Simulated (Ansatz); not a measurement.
## Smallest direct gap on the k points sampled of zinc-blende InSb at several levels of theory

No measured value is used here.

```json
[
 {"level (code)": "r²SCAN+SOC (Ansatz)", "value (eV)": "0.01"},
 {"level (code)": "B3LYP (VWN-RPA form) (Ansatz)", "value (eV)": "0.53"},
 {"level (code)": "HSE06+SOC (Ansatz)", "value (eV)": "0.24"},
 {"level (code)": "PBE0 (Ansatz)", "value (eV)": "0.99"},
 {"level (code)": "r²SCAN0 (Ansatz)", "value (eV)": "1.23"},
 {"level (code)": "r²SCANh (Ansatz)", "value (eV)": "0.62"},
 {"level (code)": "Hartree–Fock (Ansatz)", "value (eV)": "5.73"}
]
```

Computed values are for a static lattice. Spin–orbit coupling is included only where a level's name says +SOC; with heavier elements it mostly lowers gaps and can invert bands.  Values are at the measured cell. Cutoffs and k meshes differ between the levels. Ansatz's density-functional and Hartree–Fock values are scalar-relativistic unless marked +SOC, with PAW data made under PBE.

Ansatz is a program for electronic structure.
